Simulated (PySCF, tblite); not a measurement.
# C2H7N: protonation

Aim: compute the protonation of C2H7N (`CCN`).

Computed with tblite 0.8.0 and PySCF 2.14.0 and routines of our own; the level stands in each step. Atoms count from 0.

### 1 The starting structure

10 atoms, charge 0, multiplicity 1; geometry from: start built from the parent or by distance geometry.

### 2 Relaxing the molecule with GFN2-xTB

Job settings and geometry (Å):

```
{"job": {"kind": "relax", "xc": "GFN2-xTB", "basis": "xTB"}, "charge": 0, "multiplicity": 1}
C      1.031900     0.452300    -0.004700
C     -0.092700    -0.529300    -0.277800
N     -1.354500     0.135000    -0.139300
H      1.992100     0.003500    -0.197900
H      0.932200     1.375800    -0.578200
H      0.874900     0.771700     1.059600
H     -0.021100    -1.268200     0.575500
H     -0.002600    -1.045300    -1.214800
H     -2.066800    -0.632700     0.013500
H     -1.275700     0.746500     0.719200
```

On the command line:

```
OMP_NUM_THREADS=1 python redox_run.py task.json out
```

The driver reads the jobs from task.json and runs them one after another.

The log of the run:

```text
step      E/eV     max force
  0    -292.29071    1.947
  1    -292.42341    0.788
  2    -292.46134    0.591
  3    -292.51207    0.593
  4    -292.54386    0.482
  5    -292.55658    0.343
  6    -292.56815    0.392
  7    -292.57747    0.316
  8    -292.58230    0.177
  9    -292.58475    0.137
 10    -292.58610    0.117
 11    -292.58724    0.117
 12    -292.58836    0.105
 13    -292.58936    0.085
 14    -292.59016    0.090
 15    -292.59079    0.078
 16    -292.59151    0.100
 17    -292.59258    0.103
 18    -292.59412    0.124
 19    -292.59583    0.130
 20    -292.59728    0.099
 21    -292.59851    0.132
 22    -292.59995    0.133
 23    -292.60151    0.123
 24    -292.60265    0.095
 25    -292.60329    0.065
 26    -292.60370    0.057
 27    -292.60406    0.045
 28    -292.60433    0.047
 29    -292.60447    0.041
 30    -292.60459    0.031
 31    -292.60470    0.027
 32    -292.60479    0.020
 33    -292.60485    0.022
 34    -292.60489    0.023
 35    -292.60496    0.021
 36    -292.60503    0.024
 37    -292.60509    0.020
 38    -292.60512    0.016
 39    -292.60515    0.011
 40    -292.60517    0.008
```

Wall time 0.08 s (1 thread of Intel Xeon Platinum 8488C, shared host).

Along the way: (not every step is listed)

```tsv
step	energy from step 0 (eV)	largest force (eV/Å)
0	0.0000	1.9471
1	-0.1327	0.7875
2	-0.1706	0.5915
3	-0.2214	0.5934
4	-0.2532	0.4825
5	-0.2659	0.3428
6	-0.2774	0.3918
7	-0.2868	0.3158
8	-0.2916	0.1767
10	-0.2954	0.1175
12	-0.2977	0.1051
14	-0.2995	0.0901
16	-0.3008	0.1004
18	-0.3034	0.1241
20	-0.3066	0.0993
22	-0.3092	0.1334
24	-0.3119	0.0953
26	-0.3130	0.0572
28	-0.3136	0.0474
30	-0.3139	0.0309
32	-0.3141	0.0200
34	-0.3142	0.0231
35	-0.3143	0.0206
36	-0.3143	0.0240
37	-0.3144	0.0202
38	-0.3144	0.0157
39	-0.3144	0.0112
40	-0.3145	0.0084
```

Distances of close pairs at the start and the end, largest changes first:

```tsv
bond	before (Å)	after (Å)	change (Å)
N2–H8	1.058	1.014	-0.044
N2–H9	1.057	1.015	-0.042
C0–H5	1.122	1.088	-0.034
C1–H6	1.131	1.104	-0.027
C1–N2	1.433	1.455	+0.022
C1–H7	1.073	1.094	+0.020
C0–H3	1.077	1.087	+0.009
C0–C1	1.518	1.523	+0.005
```

The final coordinates are the input of the step that follows.

### 3 Vibrational analysis with GFN2-xTB

Job settings and geometry (Å):

```
{"job": {"kind": "ir", "xc": "GFN2-xTB", "basis": "xTB"}, "charge": 0, "multiplicity": 1}
C      1.052263     0.471612     0.006699
C     -0.080384    -0.531041    -0.169746
N     -1.361548     0.151633    -0.075660
H      2.012610    -0.006201    -0.167413
H      0.927887     1.289461    -0.697300
H      1.045292     0.880313     1.015083
H      0.033918    -1.343170     0.570038
H     -0.023496    -0.976861    -1.166818
H     -2.125510    -0.503273    -0.200175
H     -1.463267     0.576836     0.840237
```

The log of the run:

```text
mode    cm-1     km/mol
  1     214.1      6.02
  2     274.3     46.03
  3     392.4      4.90
  4     830.4     17.53
  5     914.4     89.54
  6     954.2     26.05
  7     993.6      0.85
  8    1135.5     11.31
  9    1148.3     60.98
 10    1226.1      6.38
 11    1279.1      8.54
 12    1361.2     13.38
 13    1407.3      9.25
 14    1489.8      1.70
 15    1494.0      2.56
 16    1500.4      2.20
 17    1566.6     27.70
 18    2808.7    125.44
 19    2960.7     41.89
 20    3029.2     48.05
 21    3043.9     34.72
 22    3054.3     26.76
 23    3386.8     12.55
 24    3420.3     13.49
ZPE 238.569  H(298)-E 252.729  G(298)-E 171.435 kJ/mol  S 272.66 J/(mol K)
```

Wall time 0.12 s (1 thread of Intel Xeon Platinum 8488C, shared host).

The strongest bands and the atoms that carry them (share of the mass-weighted mode):

```tsv
cm⁻¹	km/mol	atoms
274	46.0	H8 45 %, H9 37 %
914	89.5	N2 22 %, H9 20 %, H8 17 %, H3 11 %
1148	61.0	C1 30 %, N2 15 %, H4 14 %, H6 14 %
1567	27.7	H9 46 %, H8 44 %
2809	125.4	H6 93 %
2961	41.9	H7 92 %
3029	48.0	H5 91 %
3044	34.7	H3 93 %
```

### 4 Geometry optimisation at PBE0-D3(BJ)/def2-SVP

The job, as its differences from that of step 3:

```diff
@@ -1,2 +1,2 @@
-{"job": {"kind": "ir", "xc": "GFN2-xTB", "basis": "xTB"}, "charge": 0, "multiplicity": 1}
+{"job": {"xc": "PBE0", "basis": "def2-SVP", "d3": "d3bj", "grid": 1, "kind": "geom"}, "charge": 0, "multiplicity": 1}
 C      1.052263     0.471612     0.006699
```

The log of the run:

```text
step   0  E = -134.91102600  max force = 0.012493
step   1  E = -134.91185795  max force = 0.003018
step   2  E = -134.91187770  max force = 0.000149
step   3  E = -134.91187943  max force = 0.000106
optimisation converged
```

It took 5.4 s on 1 thread of Intel Xeon Platinum 8488C, shared host.

Step by step:

```tsv
step	energy from step 0 (eV)	largest force component (eV/Å)
0	0.0000	0.6424
1	-0.0226	0.1552
2	-0.0232	0.0077
3	-0.0232	0.0055
```

Distances of close pairs at the start and the end, largest changes first:

```tsv
bond	before (Å)	after (Å)	change (Å)
C0–H5	1.088	1.103	+0.015
C0–H4	1.086	1.100	+0.014
C0–H3	1.087	1.100	+0.014
C1–H7	1.094	1.104	+0.010
C1–H6	1.104	1.112	+0.008
C0–C1	1.523	1.517	-0.006
N2–H9	1.015	1.019	+0.004
C1–N2	1.455	1.451	-0.004
```

The final coordinates are the input of the step that follows.

```tsv
at the end point	value
point group (found at 0.08 Å tolerance)	C1
rotational constants (GHz, main isotopes)	32.872, 8.982, 7.895
dipole moment (D)	1.30
```

### 5 Harmonic vibrations (C2H7N): PBE0-D3(BJ)/def2-SVP

Job settings and geometry (Å):

```
{"job": {"xc": "PBE0", "basis": "def2-SVP", "d3": "d3bj", "grid": 2, "kind": "hessian"}, "charge": 0, "multiplicity": 1}
C      1.050035     0.472493    -0.021758
C     -0.093094    -0.513193    -0.174897
N     -1.372252     0.154481    -0.024425
H      2.024344    -0.014479    -0.178717
H      0.945384     1.296488    -0.743385
H      1.059336     0.913468     0.989008
H      0.065925    -1.360123     0.528633
H     -0.055346    -0.953378    -1.186193
H     -2.137737    -0.503440    -0.154121
H     -1.468002     0.516335     0.923409
```

The log of the run:

```text
coarse grid: 7576 points
cycle   1  E = -134.8636128225  dE =  5.340e-02  |g| = 3.656e-01  |ddm| = 2.845e+00
cycle   2  E = -134.8541092386  dE =  9.504e-03  |g| = 4.279e-01  |ddm| = 7.654e-01
cycle   3  E = -134.8971693349  dE = -4.306e-02  |g| = 2.848e-02  |ddm| = 4.139e-01
cycle   4  E = -134.8973055452  dE = -1.362e-04  |g| = 1.324e-02  |ddm| = 3.481e-02
cycle   5  E = -134.8973447699  dE = -3.922e-05  |g| = 3.077e-03  |ddm| = 1.379e-02
cycle   6  E = -134.8973470018  dE = -2.232e-06  |g| = 3.943e-04  |ddm| = 2.771e-03
final grid: 71016 points
cycle   7  E = -134.9118974465  dE = -1.469e-05  |g| = 6.756e-03  |ddm| = 1.763e-02
cycle   8  E = -134.9118930962  dE =  4.350e-06  |g| = 8.051e-03  |ddm| = 1.386e-02
cycle   9  E = -134.9119090588  dE = -1.596e-05  |g| = 3.144e-04  |ddm| = 7.403e-03
cycle  10  E = -134.9119090778  dE = -1.899e-08  |g| = 1.325e-04  |ddm| = 3.637e-04
cycle  11  E = -134.9119090817  dE = -3.832e-09  |g| = 2.071e-05  |ddm| = 1.228e-04
cycle  12  E = -134.9119090818  dE = -1.036e-10  |g| = 3.652e-06  |ddm| = 3.054e-05
cycle  13  E = -134.9119090818  dE = -2.785e-12  |g| = 1.158e-06  |ddm| = 4.093e-06
converged SCF energy = -134.9119090818

mode    cm-1
  1     252.1
  2     286.4
  3     418.8
  4     803.1
  5     846.1
  6     923.5
  7    1010.5
  8    1143.5
  9    1149.4
 10    1257.9
 11    1329.2
 12    1376.2
 13    1433.0
 14    1459.2
 15    1472.8
 16    1499.4
 17    1637.9
 18    2957.5
 19    3051.2
 20    3078.1
 21    3141.2
 22    3163.1
 23    3533.7
 24    3619.1
ZPE 244.296  H(298)-E 258.253  G(298)-E 177.453 kJ/mol  S 271.00 J/(mol K)
```

Run time: 73 s. Hardware: 1 thread of Intel Xeon Platinum 8488C, shared host; peak memory 1.2 GiB.

Zero-point energy 244.30 kJ/mol (xTB gave 238.57).

### 6 Single point (C₂H₇N): wB97X-D3(BJ)/def2-TZVP

Geometry: PBE0-D3(BJ)/def2-SVP.

The job, as its differences from that of step 5:

```diff
@@ -1,2 +1,2 @@
-{"job": {"xc": "PBE0", "basis": "def2-SVP", "d3": "d3bj", "grid": 2, "kind": "hessian"}, "charge": 0, "multiplicity": 1}
+{"job": {"kind": "sp", "xc": "wB97X", "basis": "def2-TZVP", "d3": "d3bj", "grid": 2}, "charge": 0, "multiplicity": 1}
 C      1.050035     0.472493    -0.021758
```

The log of the run:

```text
coarse grid: 7576 points
cycle   1  E = -135.2833416192  dE =  1.499e-01  |g| = 2.962e-01  |ddm| = 1.964e+00
cycle   2  E = -135.2954966321  dE = -1.216e-02  |g| = 2.243e-01  |ddm| = 3.258e-01
cycle   3  E = -135.3049088095  dE = -9.412e-03  |g| = 3.219e-02  |ddm| = 1.260e-01
cycle   4  E = -135.3051425376  dE = -2.337e-04  |g| = 8.850e-03  |ddm| = 2.913e-02
cycle   5  E = -135.3051622785  dE = -1.974e-05  |g| = 2.847e-03  |ddm| = 9.935e-03
cycle   6  E = -135.3051644855  dE = -2.207e-06  |g| = 5.226e-04  |ddm| = 3.143e-03
final grid: 71016 points
cycle   7  E = -135.2936062242  dE = -3.312e-05  |g| = 2.594e-03  |ddm| = 2.323e-02
cycle   8  E = -135.2936072668  dE = -1.043e-06  |g| = 1.789e-03  |ddm| = 3.499e-03
cycle   9  E = -135.2936079666  dE = -6.999e-07  |g| = 2.257e-04  |ddm| = 1.072e-03
cycle  10  E = -135.2936079880  dE = -2.133e-08  |g| = 1.034e-04  |ddm| = 4.290e-04
cycle  11  E = -135.2936079910  dE = -3.050e-09  |g| = 3.110e-05  |ddm| = 1.163e-04
converged SCF energy = -135.2936079910
```

It took 3 s on 1 thread of Intel Xeon Platinum 8488C, shared host; peak memory 0.56 GiB.

### 7 Relaxing the molecule with GFN2-xTB

This step treats C2H8N+, `CC[NH3+]`.

Job settings and geometry (Å):

```
{"job": {"kind": "relax", "xc": "GFN2-xTB", "basis": "xTB"}, "charge": 1, "multiplicity": 1}
C      1.066300     0.466400    -0.027000
C     -0.103800    -0.504500    -0.197900
N     -1.354800     0.146900    -0.021200
H      2.021900     0.000100    -0.199300
H      0.942200     1.292600    -0.732000
H      1.048300     0.911700     0.980200
H      0.066300    -1.354300     0.517600
H     -0.043900    -0.944400    -1.181200
H     -2.128700    -0.510300    -0.155300
H     -1.477400     0.513700     0.928700
H     -0.561600     0.791600    -0.076800
```

The log of the run:

```text
step      E/eV     max force
  0    -292.45629    5.462
  1    -292.93099    2.950
  2    -293.34423    2.770
  3    -293.92858    2.645
  4    -294.16816    2.417
  5    -294.60458    1.305
  6    -294.70348    1.120
  7    -294.77228    0.831
  8    -294.80819    0.725
  9    -294.83278    0.499
 10    -294.84900    0.366
 11    -294.86163    0.341
 12    -294.87375    0.355
 13    -294.88297    0.308
 14    -294.88928    0.233
 15    -294.89363    0.176
 16    -294.89720    0.175
 17    -294.90045    0.133
 18    -294.90325    0.130
 19    -294.90529    0.108
 20    -294.90678    0.113
 21    -294.90823    0.114
 22    -294.91004    0.130
 23    -294.91212    0.142
 24    -294.91376    0.099
 25    -294.91457    0.062
 26    -294.91501    0.063
 27    -294.91553    0.062
 28    -294.91614    0.073
 29    -294.91669    0.065
 30    -294.91715    0.066
 31    -294.91773    0.080
 32    -294.91878    0.133
 33    -294.92068    0.188
 34    -294.92299    0.177
 35    -294.92459    0.114
 36    -294.92555    0.076
 37    -294.92625    0.083
 38    -294.92701    0.151
 39    -294.92781    0.116
 40    -294.92845    0.063
 41    -294.92884    0.054
 42    -294.92909    0.043
 43    -294.92925    0.041
 44    -294.92933    0.019
 45    -294.92939    0.016
 46    -294.92944    0.016
 47    -294.92946    0.013
 48    -294.92948    0.015
 49    -294.92951    0.017
 50    -294.92955    0.017
 51    -294.92959    0.018
 52    -294.92962    0.019
 53    -294.92966    0.020
 54    -294.92971    0.025
 55    -294.92980    0.034
 56    -294.92989    0.030
 57    -294.92996    0.025
 58    -294.93002    0.025
 59    -294.93007    0.023
 60    -294.93012    0.023
 61    -294.93014    0.013
 62    -294.93016    0.007
```

Run time: 0.19 s. Hardware: 1 thread of Intel Xeon Platinum 8488C, shared host.

Relaxation path: (not every step is listed)

```tsv
step	energy from step 0 (eV)	largest force (eV/Å)
0	0.0000	5.4625
1	-0.4747	2.9503
2	-0.8879	2.7696
3	-1.4723	2.6451
4	-1.7119	2.4171
5	-2.1483	1.3054
6	-2.2472	1.1197
7	-2.3160	0.8311
8	-2.3519	0.7245
12	-2.4175	0.3554
16	-2.4409	0.1751
20	-2.4505	0.1134
24	-2.4575	0.0993
28	-2.4598	0.0732
32	-2.4625	0.1334
36	-2.4693	0.0762
40	-2.4722	0.0634
44	-2.4730	0.0188
48	-2.4732	0.0153
52	-2.4733	0.0190
56	-2.4736	0.0301
57	-2.4737	0.0253
58	-2.4737	0.0252
59	-2.4738	0.0231
60	-2.4738	0.0226
61	-2.4738	0.0132
62	-2.4739	0.0075
```

Distances of close pairs at the start and the end, largest changes first:

```tsv
bond	before (Å)	after (Å)	change (Å)
C1–N2	1.421	1.500	+0.078
C1–H6	1.124	1.091	-0.033
C0–C1	1.530	1.514	-0.016
C0–H5	1.101	1.087	-0.014
C1–H7	1.079	1.091	+0.012
C0–H3	1.077	1.086	+0.009
C0–H4	1.093	1.087	-0.006
N2–H10	1.024	1.029	+0.006
```

The final coordinates are the input of the step that follows.

### 8 Vibrational analysis with GFN2-xTB

Job settings and geometry (Å):

```
{"job": {"kind": "ir", "xc": "GFN2-xTB", "basis": "xTB"}, "charge": 1, "multiplicity": 1}
C      1.152635     0.427801     0.035197
C      0.001946    -0.530422    -0.191212
N     -1.299421     0.169534     0.066233
H      2.092165    -0.084314    -0.150220
H      1.101125     1.277508    -0.640949
H      1.171748     0.789072     1.060263
H      0.070203    -1.384777     0.483394
H     -0.003313    -0.894382    -1.219257
H     -2.101011    -0.457361    -0.077598
H     -1.320582     0.518909     1.034041
H     -1.390697     0.978033    -0.564190
```

The log of the run:

```text
mode    cm-1     km/mol
  1     201.1      0.24
  2     249.3      2.13
  3     374.3     15.10
  4     811.7     39.03
  5     895.0      7.09
  6     898.4      7.74
  7     909.0     41.41
  8    1046.6     33.99
  9    1145.0     20.31
 10    1183.8     14.47
 11    1237.3     15.92
 12    1302.0     12.28
 13    1372.9    211.40
 14    1418.4     43.83
 15    1424.6     77.04
 16    1438.1     56.23
 17    1454.3      4.84
 18    1471.8     13.44
 19    1479.2     29.89
 20    3022.9      0.15
 21    3025.5      1.48
 22    3057.6      8.40
 23    3060.6      9.04
 24    3080.9      0.55
 25    3228.0     86.89
 26    3238.4     57.38
 27    3254.2     56.07
ZPE 270.839  H(298)-E 285.371  G(298)-E 203.058 kJ/mol  S 276.08 J/(mol K)
```

It took 0.13 s on 1 thread of Intel Xeon Platinum 8488C, shared host.

Which atoms move in the most intense modes:

```tsv
cm⁻¹	km/mol	atoms
909	41.4	H8 39 %, H10 12 %, N2 11 %, H9 11 %
1373	211.4	H8 27 %, H10 26 %, H9 26 %, N2 13 %
1418	43.8	H3 30 %, H4 22 %, H5 22 %, C0 15 %
1425	77.0	H8 54 %, H10 21 %, H9 20 %
1438	56.2	H9 40 %, H10 39 %
3228	86.9	H10 54 %, H9 38 %
3238	57.4	H9 52 %, H10 38 %
3254	56.1	H8 89 %
```

### 9 Geometry optimisation at PBE0-D3(BJ)/def2-SVP

This step treats C₂H₈N+, `CC[NH3+]`.

The job, as its differences from that of step 8:

```diff
@@ -1,2 +1,2 @@
-{"job": {"kind": "ir", "xc": "GFN2-xTB", "basis": "xTB"}, "charge": 1, "multiplicity": 1}
+{"job": {"xc": "PBE0", "basis": "def2-SVP", "d3": "d3bj", "grid": 1, "kind": "geom"}, "charge": 1, "multiplicity": 1}
 C      1.152635     0.427801     0.035197
```

The log of the run:

```text
step   0  E = -135.27771726  max force = 0.011622
step   1  E = -135.27880645  max force = 0.002817
step   2  E = -135.27883489  max force = 0.000295
step   3  E = -135.27883616  max force = 0.000123
optimisation converged
```

It took 5.9 s on 1 thread of Intel Xeon Platinum 8488C, shared host.

Along the way:

```tsv
step	energy from step 0 (eV)	largest force component (eV/Å)
0	0.0000	0.5976
1	-0.0296	0.1449
2	-0.0304	0.0152
3	-0.0304	0.0063
```

Close pairs (by a distance rule), those that changed most:

```tsv
bond	before (Å)	after (Å)	change (Å)
C0–H5	1.087	1.101	+0.014
C0–H4	1.087	1.101	+0.014
C0–H3	1.086	1.099	+0.013
C1–H7	1.091	1.099	+0.009
C1–H6	1.091	1.099	+0.008
C1–N2	1.500	1.506	+0.006
C0–C1	1.514	1.508	-0.006
N2–H8	1.028	1.028	+0.001
```

The final coordinates are the input of the step that follows.

```tsv
at the end point	value
point group (found at 0.08 Å tolerance)	Cs
rotational constants (GHz, main isotopes)	29.696, 8.363, 7.403
```

### 10 Harmonic vibrations (C2H8N+): PBE0-D3(BJ)/def2-SVP

Job settings and geometry (Å):

```
{"job": {"xc": "PBE0", "basis": "def2-SVP", "d3": "d3bj", "grid": 2, "kind": "hessian"}, "charge": 1, "multiplicity": 1}
C      1.168039     0.435660     0.036364
C      0.019994    -0.517721    -0.183725
N     -1.303054     0.158488     0.062230
H      2.110847    -0.096175    -0.153798
H      1.133215     1.293050    -0.653236
H      1.206782     0.806430     1.072162
H      0.055301    -1.380033     0.497034
H     -0.016662    -0.897875    -1.214471
H     -2.098690    -0.475372    -0.088563
H     -1.371156     0.512296     1.026168
H     -1.432882     0.967550    -0.560362
```

The log of the run:

```text
coarse grid: 8200 points
cycle   1  E = -135.2424362758  dE =  3.358e-01  |g| = 2.732e-01  |ddm| = 2.878e+00
cycle   2  E = -135.2476008994  dE = -5.165e-03  |g| = 2.729e-01  |ddm| = 6.619e-01
cycle   3  E = -135.2655846437  dE = -1.798e-02  |g| = 3.733e-02  |ddm| = 2.448e-01
cycle   4  E = -135.2658367191  dE = -2.521e-04  |g| = 1.175e-02  |ddm| = 3.204e-02
cycle   5  E = -135.2658649552  dE = -2.824e-05  |g| = 3.247e-03  |ddm| = 1.042e-02
cycle   6  E = -135.2658673709  dE = -2.416e-06  |g| = 3.858e-04  |ddm| = 2.943e-03
final grid: 76384 points
cycle   7  E = -135.2788113155  dE = -2.202e-05  |g| = 7.018e-03  |ddm| = 1.714e-02
cycle   8  E = -135.2788085050  dE =  2.810e-06  |g| = 7.944e-03  |ddm| = 1.167e-02
cycle   9  E = -135.2788234610  dE = -1.496e-05  |g| = 3.410e-04  |ddm| = 6.011e-03
cycle  10  E = -135.2788234828  dE = -2.183e-08  |g| = 1.486e-04  |ddm| = 3.617e-04
cycle  11  E = -135.2788234876  dE = -4.764e-09  |g| = 1.994e-05  |ddm| = 1.131e-04
cycle  12  E = -135.2788234877  dE = -9.180e-11  |g| = 2.898e-06  |ddm| = 1.977e-05
converged SCF energy = -135.2788234877

mode    cm-1
  1     234.0
  2     274.4
  3     379.8
  4     794.6
  5     862.7
  6     937.0
  7     944.2
  8    1048.5
  9    1192.9
 10    1220.6
 11    1351.3
 12    1387.5
 13    1421.4
 14    1465.4
 15    1468.7
 16    1484.4
 17    1498.7
 18    1625.6
 19    1632.2
 20    3068.2
 21    3116.1
 22    3163.0
 23    3183.5
 24    3189.3
 25    3421.0
 26    3511.1
 27    3519.7
ZPE 283.490  H(298)-E 297.714  G(298)-E 216.031 kJ/mol  S 273.96 J/(mol K)
```

Run time: 79 s. Hardware: 1 thread of Intel Xeon Platinum 8488C, shared host; peak memory 1.3 GiB.

Zero-point energy 283.49 kJ/mol (xTB gave 270.84).

### 11 Single point (C₂H₈N+): wB97X-D3(BJ)/def2-TZVP

Geometry: PBE0-D3(BJ)/def2-SVP.

The job, as its differences from that of step 10:

```diff
@@ -1,2 +1,2 @@
-{"job": {"xc": "PBE0", "basis": "def2-SVP", "d3": "d3bj", "grid": 2, "kind": "hessian"}, "charge": 1, "multiplicity": 1}
+{"job": {"kind": "sp", "xc": "wB97X", "basis": "def2-TZVP", "d3": "d3bj", "grid": 2}, "charge": 1, "multiplicity": 1}
 C      1.168039     0.435660     0.036364
```

The log of the run:

```text
coarse grid: 8200 points
cycle   1  E = -135.6335897458  dE =  5.011e-01  |g| = 3.402e-01  |ddm| = 1.976e+00
cycle   2  E = -135.6586073777  dE = -2.502e-02  |g| = 2.517e-01  |ddm| = 4.208e-01
cycle   3  E = -135.6706766025  dE = -1.207e-02  |g| = 3.706e-02  |ddm| = 1.252e-01
cycle   4  E = -135.6709739247  dE = -2.973e-04  |g| = 8.803e-03  |ddm| = 4.520e-02
cycle   5  E = -135.6709915981  dE = -1.767e-05  |g| = 3.322e-03  |ddm| = 1.062e-02
cycle   6  E = -135.6709940721  dE = -2.474e-06  |g| = 3.770e-04  |ddm| = 4.000e-03
final grid: 76384 points
cycle   7  E = -135.6579192733  dE = -3.988e-05  |g| = 2.702e-03  |ddm| = 2.100e-02
cycle   8  E = -135.6579203779  dE = -1.105e-06  |g| = 1.752e-03  |ddm| = 2.708e-03
cycle   9  E = -135.6579209986  dE = -6.207e-07  |g| = 2.371e-04  |ddm| = 9.624e-04
cycle  10  E = -135.6579210146  dE = -1.597e-08  |g| = 9.291e-05  |ddm| = 2.568e-04
cycle  11  E = -135.6579210165  dE = -1.908e-09  |g| = 2.274e-05  |ddm| = 6.631e-05
converged SCF energy = -135.6579210165
```

It took 3.6 s on 1 thread of Intel Xeon Platinum 8488C, shared host; peak memory 0.57 GiB.

### 12 Protonation: wB97X-D3(BJ)/def2-TZVP

This step combines the energies above: geometries from PBE0-D3(BJ)/def2-SVP, zero-point and thermal terms from PBE0-D3(BJ)/def2-SVP.

Job settings and geometry (Å):

```
{"job": {"kind": "pa", "geom": {"xc": "PBE0", "basis": "def2-SVP", "d3": "d3bj", "grid": 1}, "hess": 1, "level": {"xc": "wB97X", "basis": "def2-TZVP", "d3": "d3bj"}}, "charge": 0, "multiplicity": 1}
C      1.050035     0.472493    -0.021758
C     -0.093094    -0.513193    -0.174897
N     -1.372252     0.154481    -0.024425
H      2.024344    -0.014479    -0.178717
H      0.945384     1.296488    -0.743385
H      1.059336     0.913468     0.989008
H      0.065925    -1.360123     0.528633
H     -0.055346    -0.953378    -1.186193
H     -2.137737    -0.503440    -0.154121
H     -1.468002     0.516335     0.923409
```

Output (the driver's rows laid out field by field):

```text
protonation site by site, wB97X-D3(BJ)/def2-TZVP // PBE0-D3(BJ)/def2-SVP

row 1
  formula                 C2H8N
  charge                  1
  multiplicity            1
  smiles                  CC[NH3+]
  kept                    yes
  pieces                  1
  point_group             Cs
  atom                    2
  element                 N
  electronic              956.5
  enthalpy                923.24
  free_energy             891.64
  share_gas               1.0
```

It took 2.8 min on 1 thread of Intel Xeon Platinum 8488C, shared host; peak memory 0.57 GiB.

Energy given off on adding a proton (kJ/mol, gas phase, 298 K for the thermal columns):

```tsv
site	product	electronic	enthalpy	free energy
N2	CC[NH3+]	956.5	923.2	891.6
```

(Part 1 of 2 ends here.)
